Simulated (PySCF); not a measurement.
hydrogen cyanide (CHN), SMILES N#C.

The structure is a stationary point at PBE-D3(BJ)/def2-TZVPD.

All values below come from PBE-D3(BJ)/def2-TZVPD in PySCF.

Harmonic, unscaled wavenumbers; measured fundamentals usually lie a few per cent lower.

Modes within 1.5 cm⁻¹ of each other (mostly degenerate sets) share a row, with their intensities summed.

| mode | ν (cm⁻¹) | IR (km/mol) | moving atoms (share of kinetic energy) |
|---|---|---|---|
| 1–2 | 725 | 74.3 | H 73 %, C 23 % |
| 3 | 2122 | 0.1 | N 47 %, C 40 %, H 13 % |
| 4 | 3362 | 57.4 | H 83 %, C 15 % |
